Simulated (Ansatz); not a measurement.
**NaWO3 (Pm-3m)**

Computed with Ansatz, DFT PBEsol, scalar-relativistic, plane waves, PAW.

Cutoff 420 eV; k points 10×10×10 on the computed 5-atom cell (Γ-centred); Gaussian smearing, width 0.10 eV; no spin polarisation.

The structure is relaxed at this level of theory with its symmetry kept. Whether it is the stable form of this composition wasn't checked.

The structure is cubic, space group Pm-3m (No. 221). The conventional cell has a = 3.875 Å, b = 3.875 Å, c = 3.875 Å, α = 90.00°, β = 90.00°, γ = 90.00°. Na (site symmetry m-3m) is surrounded by 12 O at 2.74 Å. W (site symmetry m-3m) is surrounded by 6 O at 1.94 Å. O (site symmetry 4/mmm) has 2 W at 1.94 Å as nearest neighbours.

```json
{
  "Volume per atom": "78.6 bohr³",
  "Formation energy from the elements' standard states (uncorrected)": "-2.181 eV/atom",
  "Kohn–Sham band gap": "none (metal)",
  "Density of states at the Fermi level": "0.95 states/eV per cell",
  "Löwdin character within 0.5 eV of the Fermi level": "W 5d 74 %, O 2p 23 %",
  "Bulk modulus": "224 GPa",
  "Its pressure derivative": "4.4",
  "Bader charges (e)": "Na (1 in the cell) 0.90, W (1 in the cell) 2.69, O (3 in the cell) -1.19"
}
```

Spin-orbit coupling is left out, which matters for the bands of heavy elements. Spin polarisation was left out, and a magnetic state may lie lower.

Symmetry holds off the tilts and polar distortions that many cubic perovskites undergo.